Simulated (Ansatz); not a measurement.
Basis-set series for C₂H₂FNO₂ (`OC1=NC(F)O1`). The species carries charge 0 and has multiplicity 1. The structure was optimised at the PBE0-D4/def2-TZVP level. It is one conformer, not always the lowest.

| functional | basis | functions | energy (Eh) | HOMO (eV) | LUMO (eV) |
| --- | --- | --- | --- | --- | --- |
| PBE0-D4 | def2-SVP | 94 | -381.73464 | -8.03 | 0.73 |
| PBE0-D4 | def2-QZVPP | 402 | -382.20550 | -8.24 | 0.15 |
| ωB97M-V | def2-SVP | 94 | -382.02035 | -10.34 | 2.79 |
| ωB97M-V | def2-QZVPP | 402 | -382.50088 | -10.59 | 1.36 |

Problem. Give the rows for def2-TZVPP. (Estimate.)

Solution. Ansatz gave: 
```csv
functional,basis,functions,energy (Eh),HOMO (eV),LUMO (eV)
PBE0-D4,def2-TZVPP,214,-382.18548,-8.19,0.50
ωB97M-V,def2-TZVPP,214,-382.48203,-10.53,1.95
```

Positive LUMOs are unbound and depend on the basis.
